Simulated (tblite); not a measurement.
Species: C5H10O (charge +1 and doublet state).
Bonds: C1–C2, C2–C3, C3–O4 (double), C3–C5, C5–C6. Hydrogens: H7, H8, H9 on C1; H10, H11 on C2; H12, H13 on C5; H14, H15, H16 on C6.

Computed geometry: GFN2-xTB, gas phase. This method treats the open shell by occupation alone, without spin polarisation.

(1) What internal coordinates does the optimisation give?

Answers

(1) 
```tsv
bond	length (pm)
C1–C2, C5–C6	150.8
C2–C3, C3–C5	154.1
C3=O4	117.5
C1–H7 and 5 like bonds	109.1
C2–H10 and 3 like bonds	109.3
```

Bonds in one row agree within 1 pm and their mean is given. A selection of angles:
```tsv
angle	degrees
C2–C1–H7	112.7
C2–C1–H8	107.0
C2–C1–H9	112.2
H7–C1–H8	106.3
H7–C1–H9	109.1
C1–C2–C3	110.8
C1–C2–H10	111.6
C3–C2–H10	103.4
C3–C2–H11	110.1
H10–C2–H11	108.8
C2–C3–O4	125.2
C2–C3–C5	110.2
C3–C5–C6	110.0
C3–C5–H13	111.2
```

Torsions: C1–C2–C3–O4 24° (synperiplanar); C2–C3–C5–C6 -143° (anticlinal). The mirror-image conformer, all signs reversed, is as good.

C3 (carbon bonded to 2 C and O) is planar (angles 125.2°, 124.6° and 110.2°, sum 360.0°, 0.00 Å off the plane of its three neighbours). Of the pairs four or more bonds apart, H11···H13 is among the closest relative to their van der Waals radii: 2.29 Å, 95 % of the sum of Bondi's values. The C–C distances run from 1.508 Å (C1–C2, drawn single) to 1.542 Å (C3–C5, drawn single), a spread of 0.034 Å.

Point group: near C2, missed by 0.31 Å at most; the miss may be what the optimiser left on a soft mode. Its GFN2-xTB frequencies are all real (lowest 24 cm⁻¹).

Time: 0.51 s. Hardware: Arm Neoverse V1, one thread, no GPU, shared host. This is the geometry optimisation.
